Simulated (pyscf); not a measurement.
Optimised with ωB97X-D3(BJ)/def2-SVP in PySCF.

Problem. What is the homolytic dissociation enthalpy (298 K, ωB97M-D3(BJ)/def2-TZVP) of the H–N bond of H₃C–Zn–NH₂, to H₃C–Zn–NH• + H•?

Solution. H–N to H₃C–Zn–NH• + H•: 107.4 kcal/mol. The 7 functionals that were run give +103.1 (r²SCAN) to +107.9 kcal/mol (M06-2X). The radicals are drawn with the spin at the cut bond; how far it spreads was not checked. Other isomers of H₃C–Zn–NH• were not searched in full and may lie lower. Elements up to Kr have no core potential and no relativistic terms here.
